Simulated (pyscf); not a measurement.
H₃C–Sb(CH₃)–CH₃ + H₂S -> H₃C–Sb(CH₃)–SH + methane (CH₄), a four-centre exchange (singlet surface; C–Sb, H–S broken, S–Sb, C–H formed). PySCF, gas phase, ωB97X-D3(BJ)/def2-SVP geometries. Energies in eV from the separated reactants.

Small-basis levels: PySCF, no dispersion term, spherical d functions. AM1 to PM7: differences of heats of formation from MOPAC, which are fitted to 298 K values and so differ in kind from electronic energies by zero-point and thermal terms. GFN2-xTB: tblite. Cost: rough CPU time at the saddle relative to B3LYP/6-31G*+LANL2DZ, from one job on a shared machine.

| level | barrier | reaction energy | cost |
|---|---|---|---|
| MP2/6-31G*+LANL2DZ | 2.44 | -0.77 | 0.1 |
| SVWN5/6-31G*+LANL2DZ | 1.26 | -0.85 | 0.9 |
| PBE/6-31G*+LANL2DZ | 1.76 | -0.86 | 1 |
| B3LYP/LANL2DZ | 1.96 | -0.91 | 0.7 |
| B3LYP/6-31G*+LANL2DZ | 2.20 | -0.85 | 1 |
| M06-2X/6-31G*+LANL2DZ | 2.00 | -0.83 | 2 |
| B3LYP/6-311+G**+LANL2DZ | 2.16 | -0.77 | 2 |
| PBE/def2-SVP | 1.57 | -0.93 | 2 |
| B3LYP/def2-SVP | 2.00 | -0.92 | 2 |
| GFN2-xTB | 1.47 | -1.36 | under 0.02 |
| PM3 | 1.76 | -0.34 | under 0.02 |
| PM6 | 2.20 | -0.81 | under 0.02 |
| ωB97M-D3(BJ)/def2-TZVP | 1.97 | -0.88 | – |

Against the last row the barrier runs from -0.71 (SVWN5/6-31G*+LANL2DZ) to +0.47 eV (MP2/6-31G*+LANL2DZ). ωB97M-D3(BJ)/def2-TZVP has limits of its own. One saddle was located; it need not be the lowest between these sides. In the def2 sets elements past Kr carry core potentials, without spin-orbit coupling.
